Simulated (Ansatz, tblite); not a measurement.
**The cluster CuF₂: removing and adding an electron**

One table from this session's results is given with a row withheld; the runs are named, their logs left out.

The runs use Ansatz 0.2.0, Gaussian basis; as each input shows.

Levels to be run: charge +1 singlet, at the geometry of the doublet (PBE0-D4/def2-TZVP, PBE-D4/def2-TZVP, r2SCAN-D4/def2-TZVP, CCSD(T)/def2-TZVPP); charge -1 singlet, at the geometry of the doublet (PBE0-D4/def2-TZVPD, PBE-D4/def2-TZVPD, r2SCAN-D4/def2-TZVPD, CCSD(T)/def2-TZVPD); charge +1 triplet, at the geometry of the doublet (PBE0-D4/def2-TZVP, PBE-D4/def2-TZVP, r2SCAN-D4/def2-TZVP); charge -1 triplet, at the geometry of the doublet (PBE0-D4/def2-TZVPD, PBE-D4/def2-TZVPD, r2SCAN-D4/def2-TZVPD); the starting doublet's energies come from earlier runs.

2 further runs of the same task are left out: 2 set aside as unsound or not needed. Runs told in other sessions of the task aren't counted.

## The geometry

The doublet was relaxed beforehand with PBE-D4/def2-TZVP. At that level it is the lowest of the isomers that a small search found.

3 atoms, charge 0, spin multiplicity 2.

Atoms are counted from 1 here; the program's logs count them from 0.

Bond lengths: Cu1–F2 1.738 Å, Cu1–F3 1.738 Å. Angles: F2–Cu1–F3 180.0°.

No spin-orbit coupling is included.

Set-up of the first run:

in.yaml reads:

```yaml
crystal:
  periodic: [false, false, false]
  atoms:
    - {symbol: Cu, position_ang: [0.000083, 0.000051, -0.000119]}
    - {symbol: F, position_ang: [-0.347487, 1.637384, 0.466690]}
    - {symbol: F, position_ang: [0.347404, -1.637435, -0.466571]}
basis:
  gaussian: {orbitals: def2-TZVP}
total_charge: 1
hamiltonian: {xc: pbe0, dispersion: d4}
output: {orbitals: {seedname: orbitals}}
```

On the command line:

```console
> ansatz run in.yaml --threads 4 --pin off --events-out ev --progress --plain --max-ram 3916MiB
```

Steps of the session up to this table: Charge +1 singlet at the fixed geometry, PBE0-D4/def2-TZVP; Charge +1 singlet at the fixed geometry, PBE-D4/def2-TZVP; Charge +1 singlet at the fixed geometry, r2SCAN-D4/def2-TZVP; Charge +1 singlet at the fixed geometry, CCSD(T)/def2-TZVPP; Charge -1 singlet at the fixed geometry, PBE0-D4/def2-TZVPD; Charge -1 singlet at the fixed geometry, PBE-D4/def2-TZVPD; Charge -1 singlet at the fixed geometry, r2SCAN-D4/def2-TZVPD; Charge -1 singlet at the fixed geometry, CCSD(T)/def2-TZVPD.

One table of the session follows, with a row left open; its other results are not shown here.

It belongs to the step «Vertical electron affinity». 

| level | vertical electron affinity (eV) |
| --- | --- |
| HF/def2-TZVPD | +0.23 |
| PBE-D4/def2-TZVPD | +3.51 |
| r2SCAN-D4/def2-TZVPD | +3.40 |
| PBE0-D4/def2-TZVPD | +3.27 |
| MP2/def2-TZVPD | ? |
| CCSD/def2-TZVPD | +2.86 |
| CCSD(T)/def2-TZVPD | +3.13 |

Estimate the missing values for MP2/def2-TZVPD.

As computed: vertical electron affinity (eV): +4.29. In the column «vertical electron affinity (eV)» it is the highest.
